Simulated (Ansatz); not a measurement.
# C2H7N: the cost of one run

Program: Ansatz 0.2.0. Level of theory: DFT B3LYP, Gaussian basis def2-svp, and further levels as typed in the inputs. These are calculated values, not measurements.

## 1. Starting point

Bond lengths: C1–N2 1.457 Å, N2–C3 1.457 Å, C1–H4 1.095 Å, C1–H5 1.095 Å, C1–H6 1.094 Å, N2–H7 1.020 Å, C3–H8 1.095 Å, C3–H9 1.094 Å, C3–H10 1.095 Å. Angles (14 of 15 angles, heavy atoms first): C1–N2–C3 110.9°, C1–N2–H7 109.2°, C3–N2–H7 109.2°, N2–C1–H4 111.5°, N2–C1–H5 111.2°, N2–C1–H6 109.5°, N2–C3–H8 111.5°, N2–C3–H9 109.5°, N2–C3–H10 111.2°, H4–C1–H5 109.1°, H4–C1–H6 107.9°, H5–C1–H6 107.5°, H8–C3–H9 107.9°, H8–C3–H10 109.1°.

As a file:

```xyz
10

C     1.1828    0.1983    0.1357
N    -0.0073    0.1935   -0.7042
C    -1.2018   -0.0699    0.0867
H     1.3323   -0.7693    0.6260
H     1.1259    0.9816    0.8985
H     2.0634    0.4029   -0.4810
H     0.0886   -0.5285   -1.4178
H    -1.1526   -1.0487    0.5749
H    -2.0801   -0.0630   -0.5663
H    -1.3512    0.7031    0.8475
```

## 2. Relaxing the atoms: C2H7N

Contents of input.yaml:

```yaml
relax:
  f_tol: 0.001
  max_steps: 200
crystal:
  periodic: [false, false, false]
  atoms:
    - { symbol: C, position_ang: [1.18277, 0.19826, 0.13571] }
    - { symbol: "N", position_ang: [-0.00727, 0.19349, -0.70423] }
    - { symbol: C, position_ang: [-1.20178, -0.06986, 0.08665] }
    - { symbol: H, position_ang: [1.3323, -0.76927, 0.62601] }
    - { symbol: H, position_ang: [1.12588, 0.98162, 0.89848] }
    - { symbol: H, position_ang: [2.06342, 0.40288, -0.481] }
    - { symbol: H, position_ang: [0.0886, -0.52854, -1.41776] }
    - { symbol: H, position_ang: [-1.1526, -1.04867, 0.57488] }
    - { symbol: H, position_ang: [-2.08008, -0.06302, -0.56626] }
    - { symbol: H, position_ang: [-1.35123, 0.70309, 0.84751] }
basis:
  gaussian: { orbitals: def2-svp }
hamiltonian:
  xc: { name: B3LYP }
```

The run is started by

```sh
ansatz run input.yaml --threads 4 --pin off --max-ram 6144MiB --backend cpu --events-out ev --progress --plain --runs-dir out
```

**Question.** How long does this run take on 4 threads of AMD EPYC 7R43 (Zen 3), shared host, and how much memory does it need?

About 9.3 s, with a peak of 0.15 GiB.
